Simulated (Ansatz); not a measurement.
**[SiPH4]− (SMILES [SiH2-]P) at RPA@PBE/STO-3G**

What is the vertical singlet–triplet gap of [SiPH4]− at RPA@PBE/STO-3G? 

The results are computed with Ansatz 0.2.0.

## (1) The molecule

The species is [SiPH4]− (6 atoms), meant as a singlet with charge -1. SMILES: `[SiH2-]P`. The shape is that of a GFN2-xTB optimisation. This is one conformer, not always the lowest.

Bond lengths: Si1–P2 2.225 Å, Si1–H3 1.503 Å, Si1–H4 1.503 Å, P2–H5 1.375 Å, P2–H6 1.375 Å. Angles: Si1–P2–H5 94.0°, Si1–P2–H6 94.1°, P2–Si1–H3 96.4°, P2–Si1–H4 96.5°, H5–P2–H6 91.3°, H3–Si1–H4 96.7°.

## (2) The energy at RPA@PBE/STO-3G

Contents of run.yaml:

```yaml
crystal:
  periodic: [false, false, false]
  atoms:
    - {symbol: Si, position_ang: [0.357650, -1.019850, -0.132620]}
    - {symbol: P, position_ang: [-0.355230, 1.071380, 0.132600]}
    - {symbol: H, position_ang: [-0.387090, -1.600590, 1.036860]}
    - {symbol: H, position_ang: [-0.642080, -1.408110, -1.185860]}
    - {symbol: H, position_ang: [0.407400, 1.565440, -0.899820]}
    - {symbol: H, position_ang: [0.619350, 1.391730, 1.048840]}
basis:
  gaussian:
    orbitals: STO-3G
total_charge: -1
hamiltonian:
  xc: pbe
correlation:
  method: rpa
  frozen_orbitals: {H: 0, P: 5, Si: 5}
accuracy: high
```

The run is started by

```sh
$ ansatz run run.yaml --threads 1 --pin off --max-ram 2610MiB --events-out events.jsonl --progress --plain --runs-dir runs
```

Log:

```text
Warning: RAYON_NUM_THREADS=1 ignored (pool sized by the plan → 1); use --threads N
Functional definition: PBE
  name "PBE"
  parameter kappa = 0.804
  parameter beta = 0.06672455060314922
  exchange = pbe_x(kappa = kappa, mu = beta*pi^2/3)
  correlation = pbe_c(beta = beta)
393 factors; integrals over basis functions are off by at most 2.7e-9 eV
mean field evaluation 1: about -17019.1514 eV, gradient 1.8e1 eV
mean field evaluation 2: about -17019.1122 eV, gradient 1.8e1 eV
mean field evaluation 4: about -17020.4272 eV, gradient 2.0e0 eV
mean field evaluation 8: about -17020.4426 eV, gradient 3.9e-3 eV
mean field evaluation 16: about -17020.4426 eV, gradient 2.2e-8 eV
mean field -17020.44257821 eV, -625.4897278790 hartree, gradient 2.2e-8 eV, S^2 0.000000; 0 other end points of the search recorded, 0 dependent functions left out
10 core orbitals not correlated: weight in the atoms' cores, before any rotation towards them, 0.999 or more for the frozen orbitals, at most 0.000 for the correlated occupied ones
reference -16996.76268038 eV, -624.6195076845 hartree; 7, 7 occupied and 5, 5 virtual orbitals, 393 factors
Total energy: -17001.19819102 eV, -624.7825096939 hartree
```

Wall time 1.1 s (1 thread of AMD EPYC 9R14 (Zen 4), shared host); peak memory 0.12 GiB.

## (3) The triplet, same level

Contents of in.yaml:

```yaml
crystal:
  periodic: [false, false, false]
  atoms:
    - {symbol: Si, position_ang: [0.357650, -1.019850, -0.132620]}
    - {symbol: P, position_ang: [-0.355230, 1.071380, 0.132600]}
    - {symbol: H, position_ang: [-0.387090, -1.600590, 1.036860]}
    - {symbol: H, position_ang: [-0.642080, -1.408110, -1.185860]}
    - {symbol: H, position_ang: [0.407400, 1.565440, -0.899820]}
    - {symbol: H, position_ang: [0.619350, 1.391730, 1.048840]}
basis:
  gaussian:
    orbitals: STO-3G
total_charge: -1
magnetization:
  spin_polarized: true
  initial_magnetization: 2
hamiltonian:
  xc: pbe
correlation:
  method: rpa
  frozen_orbitals: {H: 0, P: 5, Si: 5}
accuracy: high
```

The run is started by

```sh
$ ansatz run in.yaml --threads 1 --pin off --max-ram 2610MiB --events-out events.jsonl --progress --plain --runs-dir runs
```

Log, cut to the lines that bear on the results:

```text
Warning: RAYON_NUM_THREADS=1 ignored (pool sized by the plan → 1); use --threads N
[... 2 set-up lines as earlier in the session ...]
[...]
393 factors; integrals over basis functions are off by at most 2.7e-9 eV
[...]
mean field -17013.94235653 eV, -625.2508491381 hartree, gradient 9.2e-8 eV, S^2 2.001849; 5 other end points of the search recorded, 0 dependent functions left out
10 core orbitals not correlated: weight in the atoms' cores, before any rotation towards them, 0.999 or more for the frozen orbitals, at most 0.001 for the correlated occupied ones
reference -16989.89925078 eV, -624.3672812987 hartree; 8, 6 occupied and 4, 6 virtual orbitals, 393 factors
Total energy: -16994.24196758 eV, -624.5268731975 hartree
```

It took 2.2 s on 1 thread of AMD EPYC 9R14 (Zen 4), shared host; peak memory 0.16 GiB.

## (4) Outcome

At RPA@PBE/STO-3G, 10 core orbitals frozen:

| quantity | value |
| --- | --- |
| singlet: total energy | -624.78251 Eh |
| singlet: RPA correlation energy (valence) | -163.0 mEh |
| triplet: total energy | -624.52687 Eh |
| triplet: RPA correlation energy (valence) | -159.6 mEh |
| triplet: ⟨S²⟩ of the reference determinant | 2.002 |
| vertical energy of the triplet above the singlet | 6.956 eV |

What this shows: At this shape the triplet lies 6.96 eV (160 kcal/mol) above the singlet. For an anion a state so high probably lies above electron detachment. In a minimal basis such a difference can be off by several eV, whatever the method.
